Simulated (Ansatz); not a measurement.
# Voigt–Reuss–Hill shear modulus of hcp Y at several levels of theory

No measured value is used here.

| level (code) | value (GPa) | cell (Å³/atom) |
|---|---|---|
| LDA (Ansatz) | 26.1 | 29.93 |
| PBE (Ansatz) | [?] | 32.88 |
| PBEsol (Ansatz) | 27.1 | 31.33 |
| r²SCAN (Ansatz) | 24.7 | 33.48 |
| HSE06 (Ansatz) | 25.9 | 33.73 |

Problem. Some entries are withheld; supply them.

Solution. 
- PBE (Ansatz, a quantum-chemistry and plane-wave program), value (GPa): 26.5

HSE06: hybrids on metals are sensitive to the k mesh. Each level is taken at its own relaxed cell. Cutoffs and k meshes differ between the levels. Ansatz's density-functional and Hartree–Fock values are scalar-relativistic unless marked +SOC, with PAW data made under PBE.
